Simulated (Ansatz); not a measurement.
**One shape, several levels: C2H7Si (SMILES CC[SiH2])**

We compute a comparison of 6 runs (UHF/3-21G, UHF/def2-SVP, UB3LYP/def2-SVP, UPBE/def2-SVP, UPBE0/def2-SVP, UCCSD(T)/cc-pVDZ) of C2H7Si. 

The results are computed with Ansatz 0.2.0.

3 further runs of the same task are left out: 1 for a known fault of the program, 2 set aside as unsound or not needed.

## (1) Starting point

C2H7Si: 10 atoms, total charge 0, spin state doublet. SMILES: `CC[SiH2]`. The coordinates come from a PBE0-D4/def2-TZVP relaxation. This is one conformer, not always the lowest.

Bond lengths: C1–C2 1.529 Å, C2–Si3 1.882 Å, C1–H4 1.094 Å, C1–H5 1.093 Å, C1–H6 1.093 Å, C2–H7 1.095 Å, C2–H8 1.095 Å, Si3–H9 1.492 Å, Si3–H10 1.492 Å. Some angles: C1–C2–Si3 113.1°, C1–C2–H7 110.5°, C1–C2–H8 110.5°, Si3–C2–H7 108.2°, Si3–C2–H8 108.2°, C2–C1–H4 111.2°, C2–C1–H5 111.4°, C2–C1–H6 111.4°, C2–Si3–H9 111.4°, C2–Si3–H10 111.4°.

## (2) Energy and gradient at UHF/3-21G (run 1)

The input, job.yaml:

```yaml
crystal:
  periodic: [false, false, false]
  atoms:
    - symbol: C
      position_ang: [-0.795600, 0.528400, -0.645600]
    - symbol: C
      position_ang: [-0.153600, -0.745600, -0.096400]
    - symbol: Si
      position_ang: [1.313800, -0.405300, 1.031300]
    - symbol: H
      position_ang: [-1.643600, 0.295400, -1.296300]
    - symbol: H
      position_ang: [-0.082300, 1.114700, -1.230000]
    - symbol: H
      position_ang: [-1.163500, 1.168900, 0.159600]
    - symbol: H
      position_ang: [0.186400, -1.386700, -0.915900]
    - symbol: H
      position_ang: [-0.887500, -1.332500, 0.465000]
    - symbol: H
      position_ang: [0.908800, 0.394100, 2.224400]
    - symbol: H
      position_ang: [2.400000, 0.317200, 0.306900]
basis:
  gaussian:
    orbitals: 3-21G.json
magnetization:
  spin_polarized: true
  initial_magnetization: 1
accuracy: high
output: {forces: true, orbitals: {seedname: orbitals}}
hamiltonian:
  xc: hf
```

The basis set 3-21G is read from a file made from the Basis Set Exchange's data (not shown).

Command:

```
$ ansatz run job.yaml --threads 1 --pin off --max-ram 2610MiB --events-out events.jsonl --progress --plain --runs-dir runs
```

The program printed (excerpt; [...] marks lines left out):

```text
Warning: RAYON_NUM_THREADS=1 ignored (pool sized by the plan → 1); use --threads N
Functional definition: HF
  name "HF"
[...]
1097 factors; integrals over basis functions are off by at most 3.9e-9 eV
[...]
mean field -9979.29018594 eV, -366.7321501274 hartree, gradient 1.1e-8 eV, S^2 0.753774; 0 other end points of the search recorded, 0 dependent functions left out
[...]
reference -9979.29018594 eV, -366.7321501274 hartree; 17, 16 occupied and 28, 29 virtual orbitals, 1097 factors
Total energy: -9979.29018594 eV, -366.7321501274 hartree
Atom 0 at    -0.795600     0.528400    -0.645600 Å, force    -0.450841     0.728191    -0.381562 eV/Å
Atom 1 at    -0.153600    -0.745600    -0.096400 Å, force    -0.408184    -0.987355    -0.277153 eV/Å
Atom 2 at     1.313800    -0.405300     1.031300 Å, force     0.678129     0.195114     0.519033 eV/Å
Atom 3 at    -1.643600     0.295400    -1.296300 Å, force     0.235122     0.045513     0.181146 eV/Å
Atom 4 at    -0.082300     1.114700    -1.230000 Å, force    -0.164568    -0.182379     0.141086 eV/Å
Atom 5 at    -1.163500     1.168900     0.159600 Å, force     0.088807    -0.194128    -0.183416 eV/Å
Atom 6 at     0.186400    -1.386700    -0.915900 Å, force    -0.158555     0.207762     0.162412 eV/Å
Atom 7 at    -0.887500    -1.332500     0.465000 Å, force     0.126526     0.193512    -0.203808 eV/Å
Atom 8 at     0.908800     0.394100     2.224400 Å, force     0.009587    -0.002235     0.043083 eV/Å
Atom 9 at     2.400000     0.317200     0.306900 Å, force     0.043977    -0.003995    -0.000820 eV/Å
Dipole moment:    -0.110164    -0.093245    -0.081884 e Å
```

Wall time 2 s (1 thread of Arm Neoverse N1, shared host).

## (3) Energy and forces at UHF/def2-SVP (run 2)

The input, molecule.yaml:

```yaml
crystal:
  periodic: [false, false, false]
  atoms:
    - {symbol: C, position_ang: [-0.795600, 0.528400, -0.645600]}
    - {symbol: C, position_ang: [-0.153600, -0.745600, -0.096400]}
    - {symbol: Si, position_ang: [1.313800, -0.405300, 1.031300]}
    - {symbol: H, position_ang: [-1.643600, 0.295400, -1.296300]}
    - {symbol: H, position_ang: [-0.082300, 1.114700, -1.230000]}
    - {symbol: H, position_ang: [-1.163500, 1.168900, 0.159600]}
    - {symbol: H, position_ang: [0.186400, -1.386700, -0.915900]}
    - {symbol: H, position_ang: [-0.887500, -1.332500, 0.465000]}
    - {symbol: H, position_ang: [0.908800, 0.394100, 2.224400]}
    - {symbol: H, position_ang: [2.400000, 0.317200, 0.306900]}
basis:
  gaussian: {orbitals: def2-SVP}
hamiltonian: {xc: hf}
accuracy: high
output: {forces: true, orbitals: {seedname: orbitals}}
magnetization: {spin_polarized: true, initial_magnetization: 1}
```

Command:

```
$ ansatz run molecule.yaml --threads 1 --pin off --max-ram 2610MiB --events-out events.jsonl --progress --plain --runs-dir runs
```

The program printed (excerpt; [...] marks lines left out):

```text
Warning: RAYON_NUM_THREADS=1 ignored (pool sized by the plan → 1); use --threads N
Functional definition: HF
  name "HF"
[...]
1933 factors; integrals over basis functions are off by at most 4.0e-9 eV
[...]
mean field -10028.87883461 eV, -368.5544993538 hartree, gradient 9.4e-9 eV, S^2 0.753466; 0 other end points of the search recorded, 0 dependent functions left out
[...]
reference -10028.87883461 eV, -368.5544993538 hartree; 17, 16 occupied and 64, 65 virtual orbitals, 1933 factors
Total energy: -10028.87883461 eV, -368.5544993538 hartree
Atom 0 at    -0.795600     0.528400    -0.645600 Å, force    -0.171301     0.092077    -0.139374 eV/Å
Atom 1 at    -0.153600    -0.745600    -0.096400 Å, force    -0.083336    -0.126265    -0.058304 eV/Å
Atom 2 at     1.313800    -0.405300     1.031300 Å, force     0.333125     0.089615     0.254768 eV/Å
Atom 3 at    -1.643600     0.295400    -1.296300 Å, force     0.035629     0.037067     0.026281 eV/Å
Atom 4 at    -0.082300     1.114700    -1.230000 Å, force    -0.030484    -0.012679    -0.002141 eV/Å
Atom 5 at    -1.163500     1.168900     0.159600 Å, force    -0.010487    -0.012663    -0.026713 eV/Å
Atom 6 at     0.186400    -1.386700    -0.915900 Å, force    -0.031380     0.020659     0.007340 eV/Å
Atom 7 at    -0.887500    -1.332500     0.465000 Å, force     0.000645     0.019223    -0.033564 eV/Å
Atom 8 at     0.908800     0.394100     2.224400 Å, force     0.033352    -0.056346    -0.084442 eV/Å
Atom 9 at     2.400000     0.317200     0.306900 Å, force    -0.075762    -0.050689     0.056149 eV/Å
Dipole moment:    -0.129783    -0.061159    -0.098429 e Å
```

Wall time 8.1 s (1 thread of Arm Neoverse N1, shared host); peak memory 0.26 GiB.

Runs 3 to 5 aren't shown in full; the table further down has their settings and results.

## (4) Energy and gradient at UCCSD(T)/cc-pVDZ (run 6)

Edit molecule.yaml of step 3 so:

```diff
@@ -1 +1,3 @@
+basis:
+  gaussian: {orbitals: cc-pVDZ}
 crystal:
@@ -13,7 +15,6 @@
     - {symbol: H, position_ang: [2.400000, 0.317200, 0.306900]}
-basis:
-  gaussian: {orbitals: def2-SVP}
-hamiltonian: {xc: hf}
+magnetization: {spin_polarized: true, initial_magnetization: 1}
+correlation: {method: ccsd_t, frozen_orbitals: {C: 1, H: 0, Si: 5}}
 accuracy: high
+scf: {omitted_lower_state_checks: [cluster_reference, increment]}
 output: {forces: true, orbitals: {seedname: orbitals}}
-magnetization: {spin_polarized: true, initial_magnetization: 1}
```

Command:

```
$ ansatz run molecule.yaml --threads 1 --pin off --max-ram 2610MiB --events-out events.jsonl --progress --plain --runs-dir runs
```

The program printed:

```text
Warning: RAYON_NUM_THREADS=1 ignored (pool sized by the plan → 1); use --threads N
[... 12 lines left out ...]
7 core orbitals not correlated: weight in the atoms' cores, before any rotation towards them, 1.000 or more for the frozen orbitals, at most 0.000 for the correlated occupied ones
[... 25 lines left out ...]
Total energy: -10045.04237030 eV, -369.1484983344 hartree
[... 10 lines left out ...]
Dipole moment:    -0.147949    -0.047858    -0.113099 e Å
Checks for a lower state left out: cluster_reference, increment
```

Wall time 5.4 min (1 thread of Arm Neoverse N1, shared host); peak memory 1.3 GiB.

## (5) All runs side by side

| run | level | frozen core orbitals | energy (Eh) | dipole moment (D) | HOMO energy (eV) | LUMO energy (eV) | wall time |
| --- | --- | --- | --- | --- | --- | --- | --- |
| 1 | UHF/3-21G | – | -366.732150 | 0.80 | -8.56 | 1.53 | 2 s |
| 2 | UHF/def2-SVP | – | -368.554499 | 0.84 | -8.69 | 1.78 | 8.1 s |
| 3 | UB3LYP/def2-SVP | – | -369.736998 | 0.94 | -5.55 | -2.42 | 23 s |
| 4 | UPBE/def2-SVP | – | -369.437948 | 1.02 | -4.74 | -2.94 | 18 s |
| 5 | UPBE0/def2-SVP | – | -369.490222 | 0.96 | -5.87 | -2.04 | 24 s |
| 6 | UCCSD(T)/cc-pVDZ | 7 | -369.148498 | 0.92 | -8.65 | 1.76 | 5.4 min |

## (6) Outcome

| quantity | value |
| --- | --- |
| run 6: total energy | -369.14850 Eh |
| run 6: dipole moment (correlated density) | 0.92 D |
| run 6: HOMO energy (Hartree–Fock orbitals) (highest over α and β) | -8.65 eV |
| run 6: LUMO energy (Hartree–Fock orbitals) (lowest over α and β) | 1.76 eV |
| run 6: correlation energy (7 core orbitals frozen) | -443.6 mEh |
| run 6: (T) correction | -11.79 mEh |
| run 6: ⟨S²⟩ of the reference determinant | 0.754 |
| run 6: T1 diagnostic | 0.010 |
| run 6: largest force on an atom | 0.523 eV/Å |

What this shows: The dipole moment (its size) runs from 0.80 D (UHF/3-21G) to 1.02 D (UPBE/def2-SVP). The two ends differ in method and basis. Totals of different functionals can't be ranked against each other. All runs together took 6.6 min, the longest 5.4 min.
